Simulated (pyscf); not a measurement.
Single points on ωB97X-D3(BJ)/def2-SVP structures (PySCF, gas phase).

Problem. Estimate the classical barrier height and the reaction energy of F–CH•–F + hydrogen (H₂) -> F–CH₂–F + H atom (H•) at ωB97M-D3(BJ)/def2-TZVP. The step runs on the doublet surface, breaks H–H and forms C–H; take the separated reactants as zero.

Solution. ΔE‡ = 12.2 kcal/mol, ΔE = +0.7 kcal/mol. Zero-point energy shifts the barrier by +0.5 kcal/mol. It is a hydrogen abstraction, with an imaginary mode of 1469i cm⁻¹. This is the saddle that the search found; another between the same sides may lie lower. The angle at the transferred H is 176°.
